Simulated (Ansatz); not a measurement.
C$_{2}$H$_{9}$N$_{3}$, SMILES `CNC(N)N`. The species carries charge 0 and has multiplicity 1. All single points use the PBE0-D4/def2-TZVP geometry. It is one conformer, not always the lowest.

```xyz
14

C     0.382    0.912    1.483
N    -0.053   -0.309    0.845
C    -0.409   -0.167   -0.553
N    -1.057   -1.401   -0.920
N     0.728    0.152   -1.392
H     1.347    1.228    1.077
H    -0.323    1.753    1.365
H     0.524    0.736    2.550
H    -0.856   -0.695    1.329
H    -1.135    0.650   -0.711
H    -1.250   -1.391   -1.914
H    -0.419   -2.171   -0.742
H     1.522   -0.419   -1.120
H     0.998    1.123   -1.296
```

What is the dipole moment at B3LYP/def2-TZVPP? (An estimate is asked.)

Ansatz gave: 1.16 D, with components (0.65, 0.78, 0.57) D in this frame, pointing from negative to positive charge.

And with PBE, r2SCAN, ωB97M-V? (An estimate is asked.)

Computed: PBE 1.09 D, r2SCAN 1.12 D, ωB97M-V 1.19 D.

Give the Mulliken charges with B3LYP, r2SCAN, PBE in def2-TZVPP. (Estimate.)

Ansatz gave: 
| atom | B3LYP | r2SCAN | PBE |
| --- | --- | --- | --- |
| C1 | -0.19 | -0.07 | -0.20 |
| N2 | -0.26 | -0.27 | -0.23 |
| C3 | 0.20 | 0.25 | 0.13 |
| N4 | -0.33 | -0.36 | -0.32 |
| N5 | -0.31 | -0.34 | -0.30 |
| H6 | 0.07 | 0.04 | 0.07 |
| H7 | 0.07 | 0.04 | 0.07 |
| H8 | 0.10 | 0.05 | 0.09 |
| H9 | 0.12 | 0.13 | 0.13 |
| H10 | 0.06 | 0.02 | 0.05 |
| H11 | 0.13 | 0.13 | 0.14 |
| H12 | 0.12 | 0.13 | 0.13 |
| H13 | 0.11 | 0.12 | 0.12 |
| H14 | 0.12 | 0.13 | 0.13 |

B3LYP here is the variant with VWN-RPA as its local correlation; programs differ in this.
